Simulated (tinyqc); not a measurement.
Inside a calculation (part 2 of 2). Method: ROHF in the sto-3g basis, for CH, spin multiplicity 4. Computed by tinyqc, a small Python program that keeps every step (integrals from PySCF). Command: `OMP_NUM_THREADS=1 python tinyqc.py 30320 30321 out.jsonl` (the two numbers bound the seeds that draw the settings). One thread of a shared host (Intel(R) Xeon(R) Processor @ 2.60GHz), about 0.1 s of CPU time with the checks.

Geometry (angstrom):

| atom | x | y | z |
|---|---|---|---|
| C | 0.0000 | 0.0000 | 0.0000 |
| H | 0.0000 | 0.0000 | 0.9830 |

## Iteration 3: DIIS over 3 matrices

error matrix X^T (FDS - SDF) X:
```
         1        2       3       4        5        6
1   0.0000   0.0693  0.0000  0.0000   0.0454  -0.2024
2  -0.0693   0.0000  0.0000  0.0000   0.1311   0.3761
3   0.0000   0.0000  0.0000  0.0000   0.0000   0.0000
4   0.0000   0.0000  0.0000  0.0000   0.0000   0.0000
5  -0.0454  -0.1311  0.0000  0.0000   0.0000   0.2379
6   0.2024  -0.3761  0.0000  0.0000  -0.2379   0.0000
```

B (overlaps of the stored error matrices):
```
                1               2               3
1   1.1390482e-01  -2.2780762e-01  -1.9767143e-01
2  -2.2780762e-01   7.2126263e-01   6.1506094e-01
3  -1.9767143e-01   6.1506094e-01   5.2623053e-01
```

Minimise |sum c_i e_i|^2 with sum c_i = 1: solve [B -1; -1 0][c; lambda] = [0; -1] with B_ij = tr e_i^T e_j, and take F = sum c_i F_i.

DIIS coefficients: 0.5235  -1.5287  2.0052

extrapolated F (hartree):
```
           1C 1s    1C 2s   1C 2px   1C 2py   1C 2pz    2H 1s
1C 1s   -12.0177  -3.0821   0.0000   0.0000  -0.0089  -1.0133
1C 2s    -3.0821  -1.5815   0.0000   0.0000  -0.1585  -0.8783
1C 2px    0.0000   0.0000  -0.4452   0.0219   0.0000   0.0000
1C 2py    0.0000   0.0000   0.0219  -0.3242   0.0000   0.0000
1C 2pz   -0.0089  -0.1585   0.0000   0.0000  -0.4520  -0.4643
2H 1s    -1.0133  -0.8783   0.0000   0.0000  -0.4643  -0.5821
```

## Iteration 3: diagonalisation and new density

X:
```
          1C 1s    1C 2s  1C 2px  1C 2py   1C 2pz    2H 1s
1C 1s    1.0258  -0.1453  0.0000  0.0000  -0.0142   0.0277
1C 2s   -0.1453   1.2372  0.0000  0.0000   0.1891  -0.4649
1C 2px   0.0000   0.0000  1.0000  0.0000   0.0000   0.0000
1C 2py   0.0000   0.0000  0.0000  1.0000   0.0000   0.0000
1C 2pz  -0.0142   0.1891  0.0000  0.0000   1.1680  -0.4141
2H 1s    0.0277  -0.4649  0.0000  0.0000  -0.4141   1.3748
```

Diagonalise F' = X^T F X, C = X C', fill 5 alpha and 2 beta electrons from the bottom; D(s) = C_occ C_occ^T. Each column has its largest component positive (the first on a tie).

F' = X^T F X (hartree):
```
          1        2        3        4        5        6
1  -11.8116  -1.4949   0.0000   0.0000   0.0006  -0.2266
2   -1.4949  -0.8269   0.0000   0.0000   0.0469  -0.5323
3    0.0000   0.0000  -0.4452   0.0219   0.0000   0.0000
4    0.0000   0.0000   0.0219  -0.3242   0.0000   0.0000
5    0.0006   0.0469   0.0000   0.0000  -0.2538  -0.4359
6   -0.2266  -0.5323   0.0000   0.0000  -0.4359   0.0640
```

orbital energies (hartree): MO1 -12.0186, MO2 -0.9325, MO3 -0.4490, MO4 -0.4208, MO5 -0.3204, MO6 0.5435

coefficients C:
```
            MO1      MO2      MO3      MO4     MO5      MO6
1C 1s    0.9976  -0.2289   0.0000   0.1201  0.0000   0.1111
1C 2s    0.0099   0.8148   0.0000  -0.5500  0.0000  -0.9149
1C 2px   0.0000   0.0000   0.9850   0.0000  0.1726   0.0000
1C 2py   0.0000   0.0000  -0.1726   0.0000  0.9850   0.0000
1C 2pz   0.0014   0.2634   0.0000   0.7809  0.0000  -0.9447
2H 1s   -0.0011   0.2263   0.0000   0.2435  0.0000   1.4724
```

D(alpha) after iteration 3:
```
          1C 1s    1C 2s  1C 2px  1C 2py   1C 2pz    2H 1s
1C 1s    1.0620  -0.2427  0.0000  0.0000   0.0349  -0.0237
1C 2s   -0.2427   0.9666  0.0000  0.0000  -0.2149   0.0505
1C 2px   0.0000   0.0000  1.0000  0.0000   0.0000   0.0000
1C 2py   0.0000   0.0000  0.0000  1.0000   0.0000   0.0000
1C 2pz   0.0349  -0.2149  0.0000  0.0000   0.6791   0.2498
2H 1s   -0.0237   0.0505  0.0000  0.0000   0.2498   0.1105
```

D(beta) after iteration 3:
```
          1C 1s    1C 2s  1C 2px  1C 2py   1C 2pz    2H 1s
1C 1s    1.0476  -0.1766  0.0000  0.0000  -0.0589  -0.0529
1C 2s   -0.1766   0.6641  0.0000  0.0000   0.2146   0.1844
1C 2px   0.0000   0.0000  0.0000  0.0000   0.0000   0.0000
1C 2py   0.0000   0.0000  0.0000  0.0000   0.0000   0.0000
1C 2pz  -0.0589   0.2146  0.0000  0.0000   0.0694   0.0596
2H 1s   -0.0529   0.1844  0.0000  0.0000   0.0596   0.0512
```

## Iteration 4: building the Fock matrix

core Hamiltonian H = T + V (hartree):
```
           1C 1s    1C 2s   1C 2px   1C 2py   1C 2pz    2H 1s
1C 1s   -18.2999  -4.4118   0.0000   0.0000  -0.0208  -1.4343
1C 2s    -4.4118  -5.2316   0.0000   0.0000  -0.1990  -2.6828
1C 2px    0.0000   0.0000  -4.1339   0.0000   0.0000   0.0000
1C 2py    0.0000   0.0000   0.0000  -4.1339   0.0000   0.0000
1C 2pz   -0.0208  -0.1990   0.0000   0.0000  -4.2863  -2.1103
2H 1s    -1.4343  -2.6828   0.0000   0.0000  -2.1103  -3.5904
```

Two-electron integrals (ij|kl) in chemists' order, unique and non-zero (hartree):
```
(11|11) 3.5419   (21|11) 0.5769   (21|21) 0.1119   (22|11) 0.8547
(22|21) 0.2053   (22|22) 0.6247   (31|31) 0.0203   (32|31) 0.0309
(32|32) 0.1380   (33|11) 0.8524   (33|21) 0.2053   (33|22) 0.6246
(33|33) 0.6728   (41|41) 0.0203   (42|41) 0.0309   (42|42) 0.1380
(43|43) 0.0363   (44|11) 0.8524   (44|21) 0.2053   (44|22) 0.6246
(44|33) 0.6003   (44|44) 0.6728   (51|51) 0.0203   (52|51) 0.0309
(52|52) 0.1380   (53|53) 0.0363   (54|54) 0.0363   (55|11) 0.8524
(55|21) 0.2053   (55|22) 0.6246   (55|33) 0.6003   (55|44) 0.6003
(55|55) 0.6728   (61|11) 0.1881   (61|21) 0.0362   (61|22) 0.0660
(61|33) 0.0658   (61|44) 0.0658   (61|51) 0.0022   (61|52) 0.0041
(61|55) 0.0665   (61|61) 0.0120   (62|11) 0.3912   (62|21) 0.0949
(62|22) 0.3111   (62|33) 0.3043   (62|44) 0.3043   (62|51) 0.0090
(62|52) 0.0580   (62|55) 0.3245   (62|61) 0.0319   (62|62) 0.1926
(63|31) 0.0104   (63|32) 0.0523   (63|53) 0.0118   (63|63) 0.0258
(64|41) 0.0104   (64|42) 0.0523   (64|54) 0.0118   (64|64) 0.0258
(65|11) 0.3107   (65|21) 0.0765   (65|22) 0.2658   (65|33) 0.2523
(65|44) 0.2523   (65|51) 0.0168   (65|52) 0.0990   (65|55) 0.2925
(65|61) 0.0271   (65|62) 0.1959   (65|65) 0.2216   (66|11) 0.5194
(66|21) 0.1282   (66|22) 0.4713   (66|33) 0.4464   (66|44) 0.4464
(66|51) 0.0168   (66|52) 0.1391   (66|55) 0.5207   (66|61) 0.0439
(66|62) 0.3515   (66|65) 0.3976   (66|66) 0.7746
```

nuclear repulsion = 3.229973 hartree

J_ij = sum D_kl (ij|kl) with D = D(alpha) + D(beta), K_ij = sum D_kl (ik|jl) for each spin; F = H + J - K(s); E = tr D H + tr D J / 2 - 0.5 sum_s tr D(s) K(s) + E_nn.

Coulomb J (hartree):
```
          1C 1s   1C 2s  1C 2px  1C 2py  1C 2pz   2H 1s
1C 1s   11.1560  2.1294  0.0000  0.0000  0.0160  0.6922
1C 2s    2.1294  4.7429  0.0000  0.0000  0.1088  2.3677
1C 2px   0.0000  0.0000  4.7281  0.0000  0.0000  0.0000
1C 2py   0.0000  0.0000  0.0000  4.7281  0.0000  0.0000
1C 2pz   0.0160  0.1088  0.0000  0.0000  4.7562  2.0367
2H 1s    0.6922  2.3677  0.0000  0.0000  2.0367  3.5682
```

exchange K(alpha) (hartree):
```
         1C 1s    1C 2s  1C 2px  1C 2py   1C 2pz   2H 1s
1C 1s   3.6412   0.6640  0.0000  0.0000   0.0001  0.2237
1C 2s   0.6640   1.0699  0.0000  0.0000  -0.0139  0.5574
1C 2px  0.0000   0.0000  0.8872  0.0000   0.0000  0.0000
1C 2py  0.0000   0.0000  0.0000  0.8872   0.0000  0.0000
1C 2pz  0.0001  -0.0139  0.0000  0.0000   0.8493  0.4347
2H 1s   0.2237   0.5574  0.0000  0.0000   0.4347  0.6207
```

exchange K(beta) (hartree):
```
         1C 1s   1C 2s  1C 2px  1C 2py  1C 2pz   2H 1s
1C 1s   3.5767  0.5816  0.0000  0.0000  0.0040  0.1919
1C 2s   0.5816  0.5906  0.0000  0.0000  0.2402  0.4396
1C 2px  0.0000  0.0000  0.1254  0.0000  0.0000  0.0000
1C 2py  0.0000  0.0000  0.0000  0.1254  0.0000  0.0000
1C 2pz  0.0040  0.2402  0.0000  0.0000  0.2296  0.2689
2H 1s   0.1919  0.4396  0.0000  0.0000  0.2689  0.4375
```

F(alpha) (hartree):
```
           1C 1s    1C 2s   1C 2px   1C 2py   1C 2pz    2H 1s
1C 1s   -10.7852  -2.9464   0.0000   0.0000  -0.0050  -0.9658
1C 2s    -2.9464  -1.5586   0.0000   0.0000  -0.0763  -0.8726
1C 2px    0.0000   0.0000  -0.2930   0.0000   0.0000   0.0000
1C 2py    0.0000   0.0000   0.0000  -0.2930   0.0000   0.0000
1C 2pz   -0.0050  -0.0763   0.0000   0.0000  -0.3794  -0.5082
2H 1s    -0.9658  -0.8726   0.0000   0.0000  -0.5082  -0.6429
```

F(beta) (hartree):
```
           1C 1s    1C 2s  1C 2px  1C 2py   1C 2pz    2H 1s
1C 1s   -10.7206  -2.8640  0.0000  0.0000  -0.0088  -0.9340
1C 2s    -2.8640  -1.0793  0.0000  0.0000  -0.3304  -0.7548
1C 2px    0.0000   0.0000  0.4688  0.0000   0.0000   0.0000
1C 2py    0.0000   0.0000  0.0000  0.4688   0.0000   0.0000
1C 2pz   -0.0088  -0.3304  0.0000  0.0000   0.2403  -0.3425
2H 1s    -0.9340  -0.7548  0.0000  0.0000  -0.3425  -0.4598
```

total energy of this density = -37.695279 hartree

## Iteration 4: Roothaan effective Fock matrix

overlap S:
```
         1C 1s   1C 2s  1C 2px  1C 2py  1C 2pz   2H 1s
1C 1s   1.0000  0.2484  0.0000  0.0000  0.0000  0.0799
1C 2s   0.2484  1.0000  0.0000  0.0000  0.0000  0.5538
1C 2px  0.0000  0.0000  1.0000  0.0000  0.0000  0.0000
1C 2py  0.0000  0.0000  0.0000  1.0000  0.0000  0.0000
1C 2pz  0.0000  0.0000  0.0000  0.0000  1.0000  0.5009
2H 1s   0.0799  0.5538  0.0000  0.0000  0.5009  1.0000
```

With projectors Pc = D(beta) S, Po = (D(alpha) - D(beta)) S, Pv = 1 - D(alpha) S, the block xy is Px^T F Py; with Fc = (F(alpha) + F(beta))/2, the blocks are Fc for cc, oo, vv and cv, F(beta) for co and F(alpha) for ov.

effective F (hartree):
```
           1C 1s    1C 2s  1C 2px  1C 2py   1C 2pz    2H 1s
1C 1s   -10.7530  -2.8987  0.0000  0.0000  -0.0227  -0.9559
1C 2s    -2.8987  -1.2666  0.0000  0.0000  -0.2517  -0.8227
1C 2px    0.0000   0.0000  0.0879  0.0000   0.0000   0.0000
1C 2py    0.0000   0.0000  0.0000  0.0879   0.0000   0.0000
1C 2pz   -0.0227  -0.2517  0.0000  0.0000  -0.1306  -0.4699
2H 1s    -0.9559  -0.8227  0.0000  0.0000  -0.4699  -0.5762
```

## Iteration 4: DIIS over 4 matrices

error matrix X^T (FDS - SDF) X:
```
         1        2       3       4        5        6
1   0.0000   0.0814  0.0000  0.0000   0.0160  -0.1631
2  -0.0814   0.0000  0.0000  0.0000   0.0682   0.2693
3   0.0000   0.0000  0.0000  0.0000   0.0000   0.0000
4   0.0000   0.0000  0.0000  0.0000   0.0000   0.0000
5  -0.0160  -0.0682  0.0000  0.0000   0.0000   0.2109
6   0.1631  -0.2693  0.0000  0.0000  -0.2109   0.0000
```

B (overlaps of the stored error matrices):
```
                1               2               3               4
1   1.1390482e-01  -2.2780762e-01  -1.9767143e-01  -1.6231487e-01
2  -2.2780762e-01   7.2126263e-01   6.1506094e-01   4.6556263e-01
3  -1.9767143e-01   6.1506094e-01   5.2623053e-01   3.9960014e-01
4  -1.6231487e-01   4.6556263e-01   3.9960014e-01   3.1028506e-01
```

As before.

DIIS coefficients: 0.4998  -0.4120  -0.0591  0.9713

extrapolated F (hartree):
```
           1C 1s    1C 2s   1C 2px   1C 2py   1C 2pz    2H 1s
1C 1s   -11.9657  -3.0729   0.0000   0.0000  -0.0076  -1.0100
1C 2s    -3.0729  -1.5154   0.0000   0.0000  -0.1495  -0.8428
1C 2px    0.0000   0.0000  -0.4208   0.0209   0.0000   0.0000
1C 2py    0.0000   0.0000   0.0209  -0.3053   0.0000   0.0000
1C 2pz   -0.0076  -0.1495   0.0000   0.0000  -0.4793  -0.4796
2H 1s    -1.0100  -0.8428   0.0000   0.0000  -0.4796  -0.5730
```

## Iteration 4: diagonalisation and new density

As before.

F' = X^T F X (hartree):
```
          1        2        3        4        5        6
1  -11.7583  -1.5009   0.0000   0.0000   0.0005  -0.2273
2   -1.5009  -0.7606   0.0000   0.0000   0.0593  -0.5181
3    0.0000   0.0000  -0.4208   0.0209   0.0000   0.0000
4    0.0000   0.0000   0.0209  -0.3053   0.0000   0.0000
5    0.0005   0.0593   0.0000   0.0000  -0.2740  -0.4503
6   -0.2273  -0.5181   0.0000   0.0000  -0.4503   0.0662
```

orbital energies (hartree): MO1 -11.9666, MO2 -0.8784, MO3 -0.4379, MO4 -0.4245, MO5 -0.3016, MO6 0.5563

coefficients C:
```
            MO1      MO2      MO3      MO4     MO5      MO6
1C 1s    0.9975  -0.2189   0.1356   0.0000  0.0000   0.1141
1C 2s    0.0103   0.7645  -0.6014   0.0000  0.0000  -0.9259
1C 2px   0.0000   0.0000   0.0000   0.9850  0.1726   0.0000
1C 2py   0.0000   0.0000   0.0000  -0.1726  0.9850   0.0000
1C 2pz   0.0014   0.3078   0.7651   0.0000  0.0000  -0.9442
2H 1s   -0.0012   0.2582   0.2196   0.0000  0.0000   1.4709
```

D(alpha) after iteration 4:
```
          1C 1s    1C 2s  1C 2px  1C 2py   1C 2pz    2H 1s
1C 1s    1.0613  -0.2386  0.0000  0.0000   0.0377  -0.0279
1C 2s   -0.2386   0.9463  0.0000  0.0000  -0.2248   0.0653
1C 2px   0.0000   0.0000  1.0000  0.0000   0.0000   0.0000
1C 2py   0.0000   0.0000  0.0000  1.0000   0.0000   0.0000
1C 2pz   0.0377  -0.2248  0.0000  0.0000   0.6802   0.2475
2H 1s   -0.0279   0.0653  0.0000  0.0000   0.2475   0.1149
```

D(beta) after iteration 4:
```
          1C 1s    1C 2s  1C 2px  1C 2py   1C 2pz    2H 1s
1C 1s    1.0429  -0.1571  0.0000  0.0000  -0.0660  -0.0577
1C 2s   -0.1571   0.5846  0.0000  0.0000   0.2354   0.1974
1C 2px   0.0000   0.0000  0.0000  0.0000   0.0000   0.0000
1C 2py   0.0000   0.0000  0.0000  0.0000   0.0000   0.0000
1C 2pz  -0.0660   0.2354  0.0000  0.0000   0.0948   0.0795
2H 1s   -0.0577   0.1974  0.0000  0.0000   0.0795   0.0667
```

## Iteration 14 (converged): orbitals

converged F (hartree):
```
           1C 1s    1C 2s  1C 2px  1C 2py   1C 2pz    2H 1s
1C 1s   -10.9180  -2.9334  0.0000  0.0000  -0.0213  -0.9655
1C 2s    -2.9334  -1.2446  0.0000  0.0000  -0.1926  -0.7894
1C 2px    0.0000   0.0000  0.0251  0.0000   0.0000   0.0000
1C 2py    0.0000   0.0000  0.0000  0.0251   0.0000   0.0000
1C 2pz   -0.0213  -0.1926  0.0000  0.0000  -0.2050  -0.5019
2H 1s    -0.9655  -0.7894  0.0000  0.0000  -0.5019  -0.5844
```

As before.

F' = X^T F X (hartree):
```
          1        2       3       4        5        6
1  -10.6894  -1.5433  0.0000  0.0000  -0.0246  -0.1900
2   -1.5433  -0.4377  0.0000  0.0000   0.1002  -0.5702
3    0.0000   0.0000  0.0251  0.0000   0.0000   0.0000
4    0.0000   0.0000  0.0000  0.0251   0.0000   0.0000
5   -0.0246   0.1002  0.0000  0.0000   0.1025  -0.5895
6   -0.1900  -0.5702  0.0000  0.0000  -0.5895   0.0916
```

orbital energies (hartree): MO1 -10.9234, MO2 -0.7357, MO3 -0.1613, MO4 0.0251, MO5 0.0251, MO6 0.8874

coefficients C:
```
            MO1      MO2      MO3      MO4     MO5      MO6
1C 1s    0.9937  -0.1854  -0.1893   0.0000  0.0000   0.1295
1C 2s    0.0269   0.5249   0.8052   0.0000  0.0000  -0.9375
1C 2px   0.0000   0.0000   0.0000   0.9960  0.0889   0.0000
1C 2py   0.0000   0.0000   0.0000  -0.0889  0.9960   0.0000
1C 2pz   0.0060   0.3043  -0.6141   0.0000  0.0000  -1.0497
2H 1s   -0.0077   0.4824  -0.2949   0.0000  0.0000   1.3996
```

D(alpha) after iteration 14:
```
          1C 1s    1C 2s  1C 2px  1C 2py   1C 2pz    2H 1s
1C 1s    1.0576  -0.2229  0.0000  0.0000   0.0658  -0.0413
1C 2s   -0.2229   0.9247  0.0000  0.0000  -0.3346   0.0155
1C 2px   0.0000   0.0000  1.0000  0.0000   0.0000   0.0000
1C 2py   0.0000   0.0000  0.0000  1.0000   0.0000   0.0000
1C 2pz   0.0658  -0.3346  0.0000  0.0000   0.4698   0.3279
2H 1s   -0.0413   0.0155  0.0000  0.0000   0.3279   0.3197
```

D(beta) after iteration 14:
```
          1C 1s    1C 2s  1C 2px  1C 2py   1C 2pz    2H 1s
1C 1s    1.0218  -0.0705  0.0000  0.0000  -0.0504  -0.0971
1C 2s   -0.0705   0.2763  0.0000  0.0000   0.1599   0.2530
1C 2px   0.0000   0.0000  0.0000  0.0000   0.0000   0.0000
1C 2py   0.0000   0.0000  0.0000  0.0000   0.0000   0.0000
1C 2pz  -0.0504   0.1599  0.0000  0.0000   0.0926   0.1467
2H 1s   -0.0971   0.2530  0.0000  0.0000   0.1467   0.2327
```

Within a degenerate level the vectors are fixed only up to a rotation; this is one choice.

## Convergence

Stop when the energy changes by less than 1e-08 hartree and every element of the error matrix X^T (F D S - S D F) X is below 3e-05.

Course of the cycle:

| iteration | E (hartree) | change | largest element of the error matrix |
|---|---|---|---|
| 1 | -12.684099 | - | 1.69e-01 |
| 2 | -37.406779 | -2.47e+01 | 4.26e-01 |
| 3 | -37.553995 | -1.47e-01 | 3.76e-01 |
| 4 | -37.695279 | -1.41e-01 | 2.69e-01 |
| 5 | -37.714453 | -1.92e-02 | 2.39e-01 |
| 6 | -37.683582 | 3.09e-02 | 2.84e-01 |
| 7 | -37.757855 | -7.43e-02 | 1.60e-01 |
| 8 | -37.754421 | 3.43e-03 | 1.37e-01 |
| 9 | -37.776348 | -2.19e-02 | 6.25e-02 |
| 10 | -37.781127 | -4.78e-03 | 5.58e-03 |
| 11 | -37.781210 | -8.36e-05 | 1.74e-03 |
| 12 | -37.781212 | -1.98e-06 | 3.45e-04 |
| 13 | -37.781212 | -2.94e-07 | 4.37e-05 |
| 14 | -37.781212 | -1.18e-09 | 1.09e-05 |

PySCF ROHF in the same basis = -37.781212 hartree

Converged in 14 iterations.

## Populations, bond orders and dipole

Mulliken: Z minus the diagonal of D S on the atom; Loewdin: the same with S^(1/2) D S^(1/2); Mayer order: 2 sum_s sum (D(s) S)_ij (D(s) S)_ji over the two atoms.

Charges (e):

| atom | Mulliken | Loewdin | Mulliken spin |
|---|---|---|---|
| 1C | -0.0722 | -0.0385 | 2.9494 |
| 2H | 0.0722 | 0.0385 | 0.0506 |

Mayer bond orders:

| pair | order |
|---|---|
| 2-1 | 0.9922 |

dipole moment about the origin, x y z (debye): 0.0000  0.0000  -0.0053
